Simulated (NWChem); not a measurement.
Correlation energy of hydrogen isocyanide (CHN)

SMILES: [C-]#[NH+]
```xyz
3

C      0.0000     0.0000     0.7490
N      0.0000     0.0000    -0.4352
H      0.0000     0.0000    -1.4477
```
Charge 0, spin multiplicity 1.

Program: NWChem. Structure: optimised with PBE/def2-SVP, a minimum by its harmonic frequencies.

Basis set: def2-TZVP. Each correlation energy counts from its own Hartree-Fock reference.

```csv
method,correlation energy (mHa),difference from CCSD(T)
MP2,-331.2,+26.8
SCS-MP2,-327.3,+30.7
CR-CCSD[T],-355.5,+2.5
CR-CCSD(T),-354.6,+3.3
CCSD,-340.5,+17.5
CCSD+T(CCSD),-359.0,-1.0
CCSD(T),-358.0,0.0
```

The values span 31.8 mHa, from CCSD+T(CCSD) (lowest) to SCS-MP2 (highest). 

The correlated methods keep 2 core orbitals frozen. Differences from the coupled-cluster row are differences between methods, not errors against experiment.
